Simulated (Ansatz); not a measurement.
Body-centred tetragonal In was calculated with r²SCAN+SOC (Ansatz, a program for electronic structure, plane waves, PAW).

Numerical settings: plane-wave cutoff 560 eV, 24×24×24 k mesh, Fermi–Dirac smearing 0.05 eV, PAW data made under PBE.

Response to compression and expansion:

Shape and atoms are relaxed at each volume.

```
V (Å³/atom)  P (GPa)  c (Å)  a (Å)
-----------  -------  -----  -----
25.181          1.91  4.906  3.204
25.705          0.90  4.949  3.223
26.230         -0.01  4.983  3.245
26.754         -0.81  5.018  3.266
27.279         -1.51  5.058  3.284
```

Note: the bulk modulus comes from volumes at which shape and atoms were relaxed.
